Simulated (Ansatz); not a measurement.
Nudged elastic band run: CH₇ClSi

The input (input.yaml):

```yaml
crystal:
  periodic: [false, false, false]
  atoms:
    - { symbol: Si, position_ang: [0.367562, 0.010961, -0.005411] }
    - { symbol: Cl, position_ang: [0.456907, -0.278338, 2.049811] }
    - { symbol: C, position_ang: [2.094531, 0.00394, -0.70848] }
    - { symbol: H, position_ang: [2.595282, -0.948359, -0.513364] }
    - { symbol: H, position_ang: [2.060878, 0.155048, -1.792893] }
    - { symbol: H, position_ang: [2.700211, 0.803237, -0.272587] }
    - { symbol: H, position_ang: [-0.309908, 1.306563, -0.23654] }
    - { symbol: H, position_ang: [-0.453016, -1.086163, -0.565701] }
    - { symbol: H, position_ang: [-3.218314, 0.069982, 1.125965] }
    - { symbol: H, position_ang: [-2.675834, -0.036871, 1.627201] }
basis:
  gaussian: { orbitals: "6-31G*" }
hamiltonian:
  xc: cam_b3lyp
  dispersion: d4
neb:
  order_check: false
  images: 1
  f_tol: 0.03
  max_iterations: 60
  climbing: true
  final_atoms:
    - { symbol: Si, position_ang: [-0.3682808, 0.17173667, -0.81292553] }
    - { symbol: Cl, position_ang: [0.21576138, -0.48474613, 3.28011751] }
    - { symbol: C, position_ang: [1.44762966, 0.00536474, -0.37533886] }
    - { symbol: H, position_ang: [1.65306899, -0.95628993, 0.10368478] }
    - { symbol: H, position_ang: [2.07064188, 0.07442544, -1.27192583] }
    - { symbol: H, position_ang: [1.76210757, 0.79438854, 0.31388152] }
    - { symbol: H, position_ang: [-0.66142935, 1.48398649, -1.44093953] }
    - { symbol: H, position_ang: [-0.81130792, -0.90917521, -1.72820388] }
    - { symbol: H, position_ang: [-1.20737147, 0.07662626, 0.41890847] }
    - { symbol: H, position_ang: [-0.48252094, -0.25631687, 2.22074234] }
  initial_path:
    images:
      - { positions_ang: [[0.367562, 0.010961, -0.005411], [0.456907, -0.278338, 2.049811], [2.094531, 0.00394, -0.70848], [2.595282, -0.948359, -0.513364], [2.060878, 0.155048, -1.792893], [2.700211, 0.803237, -0.272587], [-0.309908, 1.306563, -0.23654], [-0.453016, -1.086163, -0.565701], [-3.218314, 0.069982, 1.125965], [-2.675834, -0.036871, 1.627201]] }
      - { positions_ang: [[0.0012001, 0.0004105, -0.00587826], [-0.03916203, -0.01522185, 2.47374399], [1.77450099, 0.00450997, -0.59978231], [2.12445218, -1.04092676, -0.72889627], [1.83876296, 0.53825259, -1.57091999], [2.41437237, 0.51864062, 0.14748621], [-0.67873588, 1.19478352, -0.49569029], [-0.67825585, -1.18796913, -0.51070413], [-1.6778113, -0.00325302, 0.52185302], [-1.46102454, -0.00922644, 1.47678904]] }
      - { positions_ang: [[-0.3682808, 0.17173667, -0.81292553], [0.21576138, -0.48474613, 3.28011751], [1.44762966, 0.00536474, -0.37533886], [1.65306899, -0.95628993, 0.10368478], [2.07064188, 0.07442544, -1.27192583], [1.76210757, 0.79438854, 0.31388152], [-0.66142935, 1.48398649, -1.44093953], [-0.81130792, -0.90917521, -1.72820388], [-1.20737147, 0.07662626, 0.41890847], [-0.48252094, -0.25631687, 2.22074234]] }
```

Command:

```bash
$ ansatz run input.yaml --threads 2 --pin off --max-ram 3072MiB --backend cpu --events-out ev --progress --plain --runs-dir out
```

Output, in part (warnings, iteration lines, the closing report on the highest movable image, with atoms numbered from 0):

```
NEB end point (image 0): max|allowed force component| = 2.402e-2 eV/Å (the criterion of neb.relax_end_points is 1.000e-2)
NEB end point (image 2): max|allowed force component| = 3.733e-3 eV/Å (the criterion of neb.relax_end_points is 1.000e-2)
NEB iter   1: max|band force component| = 2.702e0 eV/Å  barrier→ = 3.0531 eV  barrier← = 2.2537 eV  Δτ_max = 0.2000 Å  (71 SCF iters)
NEB iter   2: max|band force component| = 1.207e0 eV/Å  barrier→ = 2.4601 eV  barrier← = 1.6606 eV  Δτ_max = 0.1961 Å  (30 SCF iters)
NEB iter   3: max|band force component| = 6.541e-1 eV/Å  barrier→ = 2.2063 eV  barrier← = 1.4068 eV  Δτ_max = 0.1998 Å  (28 SCF iters)
NEB iter   4: max|band force component| = 1.132e0 eV/Å  barrier→ = 2.0001 eV  barrier← = 1.2007 eV  CI = image 1  Δτ_max = 0.2000 Å  (27 SCF iters)
NEB iter   5: max|band force component| = 1.553e0 eV/Å  barrier→ = 2.6951 eV  barrier← = 1.8956 eV  CI = image 1  Δτ_max = 0.2000 Å  (29 SCF iters)
NEB iter   6: max|band force component| = 1.755e0 eV/Å  barrier→ = 2.9967 eV  barrier← = 2.1972 eV  CI = image 1  Δτ_max = 0.0993 Å  (30 SCF iters)
NEB iter   7: max|band force component| = 5.107e-1 eV/Å  barrier→ = 2.8461 eV  barrier← = 2.0466 eV  CI = image 1  Δτ_max = 0.0666 Å  (26 SCF iters)
NEB iter   8: max|band force component| = 2.369e-1 eV/Å  barrier→ = 2.8110 eV  barrier← = 2.0116 eV  CI = image 1  Δτ_max = 0.0499 Å  (26 SCF iters)
NEB iter   9: max|band force component| = 2.102e-1 eV/Å  barrier→ = 2.7998 eV  barrier← = 2.0003 eV  CI = image 1  Δτ_max = 0.0906 Å  (26 SCF iters)
NEB iter  10: max|band force component| = 9.190e-2 eV/Å  barrier→ = 2.7913 eV  barrier← = 1.9918 eV  CI = image 1  Δτ_max = 0.0348 Å  (25 SCF iters)
NEB iter  11: max|band force component| = 5.739e-2 eV/Å  barrier→ = 2.7900 eV  barrier← = 1.9905 eV  CI = image 1  Δτ_max = 0.0600 Å  (26 SCF iters)
NEB iter  12: max|band force component| = 8.652e-2 eV/Å  barrier→ = 2.7878 eV  barrier← = 1.9883 eV  CI = image 1  Δτ_max = 0.0302 Å  (26 SCF iters)
NEB iter  13: max|band force component| = 8.622e-2 eV/Å  barrier→ = 2.7855 eV  barrier← = 1.9860 eV  CI = image 1  Δτ_max = 0.0603 Å  (24 SCF iters)
NEB iter  14: max|band force component| = 8.706e-2 eV/Å  barrier→ = 2.7780 eV  barrier← = 1.9785 eV  CI = image 1  Δτ_max = 0.0603 Å  (26 SCF iters)
NEB iter  15: max|band force component| = 1.355e-1 eV/Å  barrier→ = 2.7706 eV  barrier← = 1.9711 eV  CI = image 1  Δτ_max = 0.0603 Å  (26 SCF iters)
NEB iter  16: max|band force component| = 1.299e-1 eV/Å  barrier→ = 2.7605 eV  barrier← = 1.9611 eV  CI = image 1  Δτ_max = 0.1204 Å  (27 SCF iters)
NEB iter  17: max|band force component| = 1.864e-1 eV/Å  barrier→ = 2.7391 eV  barrier← = 1.9396 eV  CI = image 1  Δτ_max = 0.1976 Å  (26 SCF iters)
NEB iter  18: max|band force component| = 9.515e-2 eV/Å  barrier→ = 2.6932 eV  barrier← = 1.8937 eV  CI = image 1  Δτ_max = 0.1969 Å  (29 SCF iters)
NEB iter  19: max|band force component| = 1.750e-1 eV/Å  barrier→ = 2.6626 eV  barrier← = 1.8631 eV  CI = image 1  Δτ_max = 0.1003 Å  (29 SCF iters)
NEB iter  20: max|band force component| = 1.815e-1 eV/Å  barrier→ = 2.6430 eV  barrier← = 1.8435 eV  CI = image 1  Δτ_max = 0.1001 Å  (25 SCF iters)
NEB iter  21: max|band force component| = 1.187e-1 eV/Å  barrier→ = 2.6367 eV  barrier← = 1.8372 eV  CI = image 1  Δτ_max = 0.1001 Å  (25 SCF iters)
NEB iter  22: max|band force component| = 1.234e-1 eV/Å  barrier→ = 2.6315 eV  barrier← = 1.8320 eV  CI = image 1  Δτ_max = 0.0202 Å  (25 SCF iters)
NEB iter  23: max|band force component| = 7.191e-2 eV/Å  barrier→ = 2.6306 eV  barrier← = 1.8312 eV  CI = image 1  Δτ_max = 0.0111 Å  (23 SCF iters)
NEB iter  24: max|band force component| = 4.618e-2 eV/Å  barrier→ = 2.6301 eV  barrier← = 1.8306 eV  CI = image 1  Δτ_max = 0.0096 Å  (23 SCF iters)
NEB iter  25: max|band force component| = 1.879e-2 eV/Å  barrier→ = 2.6299 eV  barrier← = 1.8305 eV  CI = image 1  Δτ_max = 0.0000 Å  (50 SCF iters)
Total energy: -21548.41747079 eV, -791.8897360096 hartree
Atom 0 at    -0.247833    -0.118725    -0.294835 Å, force     0.004651     0.004891     0.014494 eV/Å
Atom 1 at     0.104701    -1.185971     2.062119 Å, force    -0.001513     0.014502    -0.013381 eV/Å
Atom 2 at     1.589761     0.129317    -0.387304 Å, force    -0.020680     0.007982    -0.000331 eV/Å
Atom 3 at     2.121519    -0.776732    -0.096555 Å, force    -0.000454    -0.002440     0.002094 eV/Å
Atom 4 at     1.866435     0.433395    -1.402194 Å, force     0.002159     0.000844     0.003027 eV/Å
Atom 5 at     1.891695     0.925138     0.300031 Å, force     0.006272    -0.007084     0.002509 eV/Å
Atom 6 at    -0.864669     0.909307    -1.186925 Å, force    -0.002989    -0.000102    -0.000383 eV/Å
Atom 7 at    -0.942483    -1.375896    -0.599737 Å, force    -0.001404     0.002592     0.003879 eV/Å
Atom 8 at    -1.106206     0.818474     0.878591 Å, force     0.009207    -0.009897    -0.020068 eV/Å
Atom 9 at    -0.794622     0.241693     1.434811 Å, force     0.004750    -0.011287     0.008158 eV/Å
Dipole moment:    -0.014064     0.533028    -0.748718 e Å
```

The run converged. Neighbouring images differ by up to 2.6 eV, so the band resolves the path poorly. The order of the stationary point at the top wasn't checked. So few images can step over the top or miss a turn of the path. The orbitals stay closed-shell, which can raise the energy where a bond breaks towards radicals; this wasn't checked here.

Final band (atoms are numbered from 1 in the order of the input):

```
image  path coordinate (Å)  energy (kcal/mol)  Si1–Cl2 (Å)  H9–H10 (Å)  Si1–H9 (Å)
    0                 0.00                0.0         2.08        0.75        3.76
    1                 3.72               60.6         2.61        0.86        1.73
    2                 6.24               18.4         4.19        1.97        1.49
```

Time of the run: 65 s on 2 threads of Intel(R) Xeon(R) Platinum 8259CL CPU @ 2.50GHz (Skylake/Cascade Lake), with other jobs on the host, peak memory 0.17 GiB.
